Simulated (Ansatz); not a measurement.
**AlH₂F (triplet): the correlation ladder, def2-QZVPP**

The task here is to estimate one member of a computed series from the others.

The runs use Ansatz 0.2.0, Gaussian basis; def2-QZVPP, core rule «outside noble gas», up to 6 orbitals frozen.

To be run: UHF; ROHF; CCSD(T) on UHF.

2 further runs of the same task are left out: 2 set aside as unsound or not needed.

### The system

The geometry is a PBE0/def2-TZVP stationary point (not a proven minimum) of the parent state, kept for this charge and spin.

4 atoms, charge 0, spin multiplicity 3.

Atoms are counted from 1 here; the program's logs count them from 0.

Bond lengths: Al1–F2 1.650 Å, Al1–H3 1.576 Å, Al1–H4 1.576 Å. Angles: F2–Al1–H3 117.0°, F2–Al1–H4 117.0°, H3–Al1–H4 126.0°.

Geometry (Å):

```xyz
4

Al    0.0000    0.0000    0.6230
F     0.0000    0.0000   -1.0268
H     0.0000    1.4042    1.3381
H     0.0000   -1.4042    1.3381
```

The first run:

Contents of in.yaml:

```yaml
crystal:
  periodic: [false, false, false]
  atoms:
    - {symbol: Al, position_ang: [0.000000, 0.000000, 0.623040]}
    - {symbol: F, position_ang: [0.000000, 0.000000, -1.026821]}
    - {symbol: H, position_ang: [0.000000, 1.404203, 1.338066]}
    - {symbol: H, position_ang: [0.000000, -1.404203, 1.338066]}
basis:
  gaussian: {orbitals: "def2-QZVPP.json"}
magnetization: {spin_polarized: true, initial_magnetization: 2}
hamiltonian: {xc: hf}
output: {orbitals: {seedname: orbitals}}
```

On the command line:

```console
$ ansatz run in.yaml --threads 1 --pin off --events-out ev --progress --plain --max-ram 4096MiB --backend cpu
```

Steps of the session up to this table: UHF; ROHF; CCSD(T) on UHF.

One table of the session follows, with a row left open; its other results are not shown here.

```
  method  from UCCSD(T) (kcal/mol)
    ROHF                   +245.18
     UHF                   +244.43
    UMP2                    +18.15
   UCCSD                         ?
UCCSD(T)                         0
```

**Question.** Estimate the row for UCCSD.

The run gave: from UCCSD(T) (kcal/mol): +8.50. In the column «from UCCSD(T) (kcal/mol)» it lies between UCCSD(T) (0) and UMP2 (+18.15).

The program flags UCCSD(T) as in doubt (see the logs), so the zero of the table is itself unsure.

Caveats from the session: The report flags that the cluster equations may have other roots. The program flags UCCSD(T) as in doubt, so the zero of the table is itself unsure. Warnings: coupled cluster took another determinant than the lowest.
